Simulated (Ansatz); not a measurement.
Molecular dynamics of BFH$_{2}$Si

Input file:

```yaml
crystal:
  periodic: [false, false, false]
  atoms:
    - { symbol: B, position_ang: [-1.033375, -0.714506, -0.321706] }
    - { symbol: Si, position_ang: [0.502959, 0.322729, 0.253116] }
    - { symbol: F, position_ang: [0.392302, 2.01954, 0.074594] }
    - { symbol: H, position_ang: [-1.280199, -1.852366, -0.674111] }
    - { symbol: H, position_ang: [1.810202, -0.46991, 0.924788] }
magnetization:
  spin_polarized: true
basis:
  gaussian: { orbitals: def2-SVP }
hamiltonian:
  xc: pbe
md:
  timestep: 0.5
  n_steps: 150
  ensemble: nve
  temperature: 700.0
  initial_velocities: maxwell_boltzmann
  seed: 628451
```

Run as:

```bash
$ ansatz run input.yaml --threads 1 --pin off --max-ram 2048MiB --backend cpu --events-out ev --progress --plain --runs-dir out
```

It goes on from the last frame of an earlier run, with new velocities.

Output, in part (one step line in 3, the closing report, with atoms numbered from 0):

```
md step     0: t =     0.00 fs  T =   700.0 K  F+E_penalty+E_count = -11287.30548109 eV  E_kin = 0.271446 eV  conserved = -11287.03403510 eV  (172 SCF iters)
md step     3: t =     1.50 fs  T =   845.3 K  F+E_penalty+E_count = -11287.36202214 eV  E_kin = 0.327804 eV  conserved = -11287.03421785 eV  (44 SCF iters)
md step     6: t =     3.00 fs  T =  1139.8 K  F+E_penalty+E_count = -11287.47678703 eV  E_kin = 0.442004 eV  conserved = -11287.03478345 eV  (43 SCF iters)
md step     9: t =     4.50 fs  T =  1386.9 K  F+E_penalty+E_count = -11287.57337075 eV  E_kin = 0.537799 eV  conserved = -11287.03557221 eV  (39 SCF iters)
md step    12: t =     6.00 fs  T =  1364.5 K  F+E_penalty+E_count = -11287.56446468 eV  E_kin = 0.529121 eV  conserved = -11287.03534341 eV  (40 SCF iters)
md step    15: t =     7.50 fs  T =  1210.8 K  F+E_penalty+E_count = -11287.50329217 eV  E_kin = 0.469517 eV  conserved = -11287.03377562 eV  (39 SCF iters)
md step    18: t =     9.00 fs  T =  1373.3 K  F+E_penalty+E_count = -11287.56694790 eV  E_kin = 0.532540 eV  conserved = -11287.03440826 eV  (38 SCF iters)
md step    21: t =    10.50 fs  T =  1685.3 K  F+E_penalty+E_count = -11287.68936722 eV  E_kin = 0.653537 eV  conserved = -11287.03583008 eV  (39 SCF iters)
md step    24: t =    12.00 fs  T =  1713.7 K  F+E_penalty+E_count = -11287.69999466 eV  E_kin = 0.664539 eV  conserved = -11287.03545573 eV  (39 SCF iters)
md step    27: t =    13.50 fs  T =  1518.7 K  F+E_penalty+E_count = -11287.62358426 eV  E_kin = 0.588904 eV  conserved = -11287.03468011 eV  (39 SCF iters)
md step    30: t =    15.00 fs  T =  1347.7 K  F+E_penalty+E_count = -11287.55694836 eV  E_kin = 0.522628 eV  conserved = -11287.03432084 eV  (39 SCF iters)
md step    33: t =    16.50 fs  T =  1334.3 K  F+E_penalty+E_count = -11287.55175368 eV  E_kin = 0.517428 eV  conserved = -11287.03432540 eV  (38 SCF iters)
md step    36: t =    18.00 fs  T =  1477.9 K  F+E_penalty+E_count = -11287.60773486 eV  E_kin = 0.573083 eV  conserved = -11287.03465188 eV  (37 SCF iters)
md step    39: t =    19.50 fs  T =  1655.4 K  F+E_penalty+E_count = -11287.67732790 eV  E_kin = 0.641937 eV  conserved = -11287.03539106 eV  (37 SCF iters)
md step    42: t =    21.00 fs  T =  1621.7 K  F+E_penalty+E_count = -11287.66497281 eV  E_kin = 0.628864 eV  conserved = -11287.03610847 eV  (37 SCF iters)
md step    45: t =    22.50 fs  T =  1223.8 K  F+E_penalty+E_count = -11287.50949060 eV  E_kin = 0.474549 eV  conserved = -11287.03494115 eV  (38 SCF iters)
md step    48: t =    24.00 fs  T =   909.8 K  F+E_penalty+E_count = -11287.38587625 eV  E_kin = 0.352797 eV  conserved = -11287.03307907 eV  (38 SCF iters)
md step    51: t =    25.50 fs  T =  1192.8 K  F+E_penalty+E_count = -11287.49748823 eV  E_kin = 0.462539 eV  conserved = -11287.03494936 eV  (38 SCF iters)
md step    54: t =    27.00 fs  T =  1549.6 K  F+E_penalty+E_count = -11287.63712001 eV  E_kin = 0.600907 eV  conserved = -11287.03621341 eV  (38 SCF iters)
md step    57: t =    28.50 fs  T =  1507.1 K  F+E_penalty+E_count = -11287.61980337 eV  E_kin = 0.584440 eV  conserved = -11287.03536308 eV  (40 SCF iters)
md step    60: t =    30.00 fs  T =  1252.6 K  F+E_penalty+E_count = -11287.52023136 eV  E_kin = 0.485738 eV  conserved = -11287.03449299 eV  (39 SCF iters)
md step    63: t =    31.50 fs  T =  1070.4 K  F+E_penalty+E_count = -11287.44924524 eV  E_kin = 0.415087 eV  conserved = -11287.03415865 eV  (39 SCF iters)
md step    66: t =    33.00 fs  T =  1083.5 K  F+E_penalty+E_count = -11287.45438259 eV  E_kin = 0.420149 eV  conserved = -11287.03423327 eV  (40 SCF iters)
md step    69: t =    34.50 fs  T =  1261.3 K  F+E_penalty+E_count = -11287.52381871 eV  E_kin = 0.489116 eV  conserved = -11287.03470293 eV  (38 SCF iters)
md step    72: t =    36.00 fs  T =  1429.9 K  F+E_penalty+E_count = -11287.59005218 eV  E_kin = 0.554496 eV  conserved = -11287.03555628 eV  (38 SCF iters)
md step    75: t =    37.50 fs  T =  1315.9 K  F+E_penalty+E_count = -11287.54623109 eV  E_kin = 0.510269 eV  conserved = -11287.03596163 eV  (38 SCF iters)
md step    78: t =    39.00 fs  T =   863.5 K  F+E_penalty+E_count = -11287.36928631 eV  E_kin = 0.334862 eV  conserved = -11287.03442427 eV  (38 SCF iters)
md step    81: t =    40.50 fs  T =   578.4 K  F+E_penalty+E_count = -11287.25769239 eV  E_kin = 0.224283 eV  conserved = -11287.03340978 eV  (39 SCF iters)
md step    84: t =    42.00 fs  T =   750.1 K  F+E_penalty+E_count = -11287.32591568 eV  E_kin = 0.290886 eV  conserved = -11287.03503010 eV  (37 SCF iters)
md step    87: t =    43.50 fs  T =   914.0 K  F+E_penalty+E_count = -11287.39000950 eV  E_kin = 0.354444 eV  conserved = -11287.03556534 eV  (41 SCF iters)
md step    90: t =    45.00 fs  T =   824.9 K  F+E_penalty+E_count = -11287.35472061 eV  E_kin = 0.319864 eV  conserved = -11287.03485703 eV  (43 SCF iters)
md step    93: t =    46.50 fs  T =   663.4 K  F+E_penalty+E_count = -11287.29150378 eV  E_kin = 0.257268 eV  conserved = -11287.03423594 eV  (44 SCF iters)
md step    96: t =    48.00 fs  T =   641.6 K  F+E_penalty+E_count = -11287.28278600 eV  E_kin = 0.248804 eV  conserved = -11287.03398181 eV  (42 SCF iters)
md step    99: t =    49.50 fs  T =   855.1 K  F+E_penalty+E_count = -11287.36566894 eV  E_kin = 0.331605 eV  conserved = -11287.03406433 eV  (44 SCF iters)
md step   102: t =    51.00 fs  T =  1272.8 K  F+E_penalty+E_count = -11287.52811679 eV  E_kin = 0.493580 eV  conserved = -11287.03453677 eV  (46 SCF iters)
md step   105: t =    52.50 fs  T =  1724.3 K  F+E_penalty+E_count = -11287.70403512 eV  E_kin = 0.668668 eV  conserved = -11287.03536705 eV  (45 SCF iters)
md step   108: t =    54.00 fs  T =  1944.7 K  F+E_penalty+E_count = -11287.78986022 eV  E_kin = 0.754110 eV  conserved = -11287.03574986 eV  (46 SCF iters)
md step   111: t =    55.50 fs  T =  1858.3 K  F+E_penalty+E_count = -11287.75524524 eV  E_kin = 0.720609 eV  conserved = -11287.03463598 eV  (45 SCF iters)
md step   114: t =    57.00 fs  T =  1801.2 K  F+E_penalty+E_count = -11287.73271711 eV  E_kin = 0.698488 eV  conserved = -11287.03422902 eV  (43 SCF iters)
md step   117: t =    58.50 fs  T =  1885.6 K  F+E_penalty+E_count = -11287.76669470 eV  E_kin = 0.731217 eV  conserved = -11287.03547802 eV  (43 SCF iters)
md step   120: t =    60.00 fs  T =  1761.7 K  F+E_penalty+E_count = -11287.71875746 eV  E_kin = 0.683150 eV  conserved = -11287.03560793 eV  (41 SCF iters)
md step   123: t =    61.50 fs  T =  1348.2 K  F+E_penalty+E_count = -11287.55764338 eV  E_kin = 0.522796 eV  conserved = -11287.03484718 eV  (41 SCF iters)
md step   126: t =    63.00 fs  T =   873.4 K  F+E_penalty+E_count = -11287.37291393 eV  E_kin = 0.338687 eV  conserved = -11287.03422659 eV  (38 SCF iters)
md step   129: t =    64.50 fs  T =   556.7 K  F+E_penalty+E_count = -11287.24980827 eV  E_kin = 0.215870 eV  conserved = -11287.03393818 eV  (38 SCF iters)
md step   132: t =    66.00 fs  T =   503.7 K  F+E_penalty+E_count = -11287.22931853 eV  E_kin = 0.195324 eV  conserved = -11287.03399492 eV  (37 SCF iters)
md step   135: t =    67.50 fs  T =   688.8 K  F+E_penalty+E_count = -11287.30161778 eV  E_kin = 0.267103 eV  conserved = -11287.03451510 eV  (37 SCF iters)
md step   138: t =    69.00 fs  T =   933.9 K  F+E_penalty+E_count = -11287.39739327 eV  E_kin = 0.362136 eV  conserved = -11287.03525722 eV  (36 SCF iters)
md step   141: t =    70.50 fs  T =  1034.6 K  F+E_penalty+E_count = -11287.43612547 eV  E_kin = 0.401204 eV  conserved = -11287.03492117 eV  (36 SCF iters)
md step   144: t =    72.00 fs  T =  1132.6 K  F+E_penalty+E_count = -11287.47299611 eV  E_kin = 0.439199 eV  conserved = -11287.03379723 eV  (34 SCF iters)
md step   147: t =    73.50 fs  T =  1515.3 K  F+E_penalty+E_count = -11287.62256050 eV  E_kin = 0.587611 eV  conserved = -11287.03494931 eV  (36 SCF iters)
md step   150: t =    75.00 fs  T =  1856.9 K  F+E_penalty+E_count = -11287.75615311 eV  E_kin = 0.720052 eV  conserved = -11287.03610139 eV  (135 SCF iters)
Total energy: -11287.75618176 eV, -414.8173885637 hartree
Atom 0 at    -1.002948    -0.580770    -0.262814 Å, force    -0.348333    -1.442693     0.214468 eV/Å
Atom 1 at     0.559149     0.303670     0.180465 Å, force    -0.137613     1.253748    -0.203708 eV/Å
Atom 2 at     0.319515     1.942821     0.119686 Å, force     0.580573    -0.122937     0.047590 eV/Å
Atom 3 at    -1.373103    -1.698020    -0.564348 Å, force    -0.238662     0.311329    -0.312372 eV/Å
Atom 4 at     1.383090    -0.081482     1.357773 Å, force     0.144036     0.000554     0.254021 eV/Å
Dipole moment:     0.140205    -0.257979    -0.019975 e Å
```

All steps were run. The conserved energy stayed within 0.44 meV per atom of its start (net change -0.41 meV per atom), so the integration is sound. The system heated up, since it started high on the potential surface and ran downhill. A run of 0.075 ps of so small a system gives no equilibrium averages.

The same pairs are bonded in the first frame and the last. Pairs count as bonded within 1.25 times the sum of covalent radii (0.12 Å more for H–H).

Last frame:

```xyz
5
Properties=species:S:1:pos:R:3
B -1.003 -0.581 -0.263
Si 0.559 0.304 0.180
F 0.320 1.943 0.120
H -1.373 -1.698 -0.564
H 1.383 -0.082 1.358
```

The run took 2.2 min on 1 CPU thread of a shared host.
